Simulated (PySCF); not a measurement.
**A diatomic session: LiO**

Aim: find the lowest electronic state of LiO, scan its bond at several levels of theory, and get bond length, wavenumber and dissociation energy from each curve.

Method: Li x2c-TZVPPall, O x2c-TZVPPall, spin-free X2C with a Gaussian nucleus; program: PySCF 2.14.0.

## 1. Set-up

The job is set up so:

| Item | Value |
| --- | --- |
| atoms | Li, O |
| charge | 0 |
| basis | Li x2c-TZVPPall, O x2c-TZVPPall |
| Hamiltonian | spin-free X2C with a Gaussian nucleus |
| basis functions | 50 |
| electrons treated | 11 |
| masses in u | 7.0160, 15.9949 |
| levels | PBE0, PBE, r²SCAN, BP86, PW91, B97-3, B3LYP, ωB97X-V, HF, MP2, SCS-MP2, CCSD, CCSD(T) |
| grid | 80 radial by 434 angular points |
| occupations | held fixed by the projection of orbital angular momentum |
| dissociation limit | Li + O, each in its ground configuration |
| starting distance in angstrom | 1.885 |
| values of 2S to try | 1, 3 |

Started as:

```console
> OMP_NUM_THREADS=1 python dia.py task.json out
```

Further steps of the session: The PBE0 curve of the state that the search chose; Higher solutions at PBE0; PBE (GGA); r²SCAN; BP86 (GGA); PW91 (GGA); B97-3 (global hybrid GGA); B3LYP (global hybrid GGA); ωB97X-V; UHF; Adding correlation.

Before running it: what results should come out? Wanted: for each run, Re; ωe; De; μ.

**Answer**, as computed:

Lowest PBE0 solution found, without spin–orbit coupling: ²Π (doublet), unpaired electrons π ↑. State 2 has its PBE0 minimum 0.30 eV higher. The other levels ran on the lowest alone.

| level | Re (Å) | ωe (cm⁻¹) | De (eV) | μ (D) |
| --- | --- | --- | --- | --- |
| UHF | 1.677 | 856 | 1.73 | -6.79 |
| UHF-MP2 | 1.695 | 821 | 3.42 | n/a |
| UHF-SCS-MP2 | 1.695 | 822 | 3.39 | n/a |
| UHF-CCSD | 1.690 | 829 | 3.25 | n/a |
| UHF-CCSD(T) | 1.694 | 822 | 3.34 | n/a |
| PBE | 1.700 | 798 | 3.71 | -6.25 |
| PW91 | 1.697 | 800 | 3.77 | -6.24 |
| BP86 | 1.705 | 791 | 3.76 | -6.34 |
| r²SCAN | 1.697 | 811 | 3.60 | -6.49 |
| B3LYP | 1.686 | 824 | 3.65 | -6.39 |
| PBE0 | 1.684 | 829 | 3.43 | -6.44 |
| B97-3 | 1.688 | 825 | 3.61 | -6.52 |
| ωB97X-V | 1.691 | 824 | 3.60 | -6.52 |

De is counted to Li + O in their ground configurations. A positive dipole means Li(−)O(+).

Differences from CCSD(T) in the same basis:

| level | Re (mÅ) | ωe (%) |
| --- | --- | --- |
| UHF | -17 | +4.2 |
| UHF-MP2 | +1 | 0.0 |
| UHF-SCS-MP2 | +1 | +0.1 |
| UHF-CCSD | -4 | +0.9 |
| PBE | +6 | -2.9 |
| PW91 | +3 | -2.6 |
| BP86 | +11 | -3.8 |
| r²SCAN | +3 | -1.3 |
| B3LYP | -8 | +0.2 |
| PBE0 | -10 | +0.8 |
| B97-3 | -6 | +0.4 |
| ωB97X-V | -2 | +0.3 |

**Reading.** Judged by CCSD(T) in the same basis: best bond length UHF-MP2 and UHF-SCS-MP2 (+1 mÅ), worst UHF (-17 mÅ); best wavenumber UHF-MP2 (0.0 %), worst UHF (+4.2 %). Hartree–Fock makes the bond too short and too stiff against this reference, as it mostly does. PBE gives a bond that is too long and too soft, as GGAs tend to. Among the levels with a De in the table, it runs from 1.73 eV (UHF) to 3.77 eV (PW91).

Correlated steps freeze 1 core orbital.
